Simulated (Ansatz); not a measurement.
in.yaml

```yaml
crystal:
  periodic: [false, false, false]
  atoms:
    - {symbol: Zr, position_ang: [0.000000, 0.000000, 0.000000]}
    - {symbol: H, position_ang: [0.000000, 0.000000, -2.596847]}
    - {symbol: H, position_ang: [0.000000, 0.000000, 2.596847]}
basis:
  gaussian: {orbitals: def2-SVP}
magnetization: {spin_polarized: false, initial_magnetization: 4}
correlation: {method: ccsd, electrons: outside_noble_gas}
output: {forces: true}
```

```sh
$ ansatz run in.yaml --threads 1 --pin off --events-out ev --progress --plain --max-ram 2393MiB
```

Log:

```
432 factors; integrals over basis functions are off by at most 6.4e-4 eV
mean field evaluation 1: about -1289.3992 eV, gradient 7.0e0 eV
mean field evaluation 2: about -1289.4104 eV, gradient 7.0e0 eV
mean field evaluation 4: about -1290.2314 eV, gradient 1.2e0 eV
mean field evaluation 8: about -1290.3052 eV, gradient 3.9e-1 eV
mean field evaluation 16: about -1290.3491 eV, gradient 6.9e-5 eV
mean field evaluation 32: about -1290.3491 eV, gradient 9.1e-6 eV
mean field evaluation 64: about -1291.4355 eV, gradient 6.4e-2 eV
mean field evaluation 96: about -1290.3491 eV, gradient 2.1e-3 eV
mean field evaluation 128: about -1289.4484 eV, gradient 2.4e0 eV
mean field evaluation 160: about -1290.6066 eV, gradient 5.8e-1 eV
...
cycle  10  -1.62955133 eV  change    1.0e-6 eV  update   1.1e-6
cycle  11  -1.62954975 eV  change    1.6e-6 eV  update   8.9e-7
cycle  12  -1.62954941 eV  change    3.4e-7 eV  update   4.9e-7
cycle  13  -1.62954955 eV  change   -1.4e-7 eV  update   3.6e-7
cycle  14  -1.62954968 eV  change   -1.3e-7 eV  update   2.6e-7
cycle  15  -1.62954964 eV  change    4.1e-8 eV  update   1.9e-7
cycle  16  -1.62954969 eV  change   -4.9e-8 eV  update   1.5e-7
cycle  17  -1.62954976 eV  change   -6.8e-8 eV  update   1.2e-7
cycle  18  -1.62954979 eV  change   -3.5e-8 eV  update   1.2e-7
cycle  19  -1.62954985 eV  change   -5.8e-8 eV  update   9.1e-8
the calculation of the forces begins
WARN: the results are in doubt because the forces break the atoms' symmetry
Total energy: -1293.06537833 eV, -47.5192761823 hartree
Atom 0 at     0.000000     0.000000     0.000000 Å, force     0.000000    -0.000000     1.286171 eV/Å
Atom 1 at     0.000000     0.000000    -2.596847 Å, force     0.000000    -0.000000     0.390357 eV/Å
Atom 2 at     0.000000     0.000000     2.596847 Å, force    -0.000000     0.000000    -1.676528 eV/Å
Dipole moment:     0.000000    -0.000000    -0.835924 e Å
In doubt: the forces break the atoms' symmetry
```

Ran on 1 thread of Arm Neoverse V1, shared host: 16 s wall, 0.15 GiB peak host memory.
